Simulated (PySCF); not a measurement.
# Gas-phase thermal properties of H2

Method: PySCF energies (xtb for GFN2) plus ideal-gas RRHO corrections (1 bar). 'Table' is the NASA 1993 thermochemical table (part measured, part estimated). 6-31G* has spherical d functions here. All species are closed-shell singlets. B3LYP is the form with VWN-RPA correlation. The harmonic model lacks anharmonicity and excited electronic states, which grow with temperature; levels with a mode under 35 cm⁻¹ are left out.

```csv
level,point group,σ,ZPE (kJ/mol),S°298 (J/mol/K),Cp298 (J/mol/K),S°1000 (J/mol/K),H1000 − H298 (kJ/mol)
table,-,-,-,130.7,28.8,166.2,20.7
B3LYP/6-31G*,D∞h,2,26.6,130.4,29.1,165.7,20.5
GFN2-xTB,D∞h,2,22.4,131.1,29.1,166.6,20.6
HF/6-31G*,D∞h,2,27.8,130.1,29.1,165.4,20.5
PBE/def2-SVP,D∞h,2,25.6,130.9,29.1,166.3,20.5
PBE0/def2-TZVP,D∞h,2,26.4,130.4,29.1,165.8,20.5
```
σ: rotational symmetry number. Electronic degeneracy used: 1. Frequencies are unscaled.
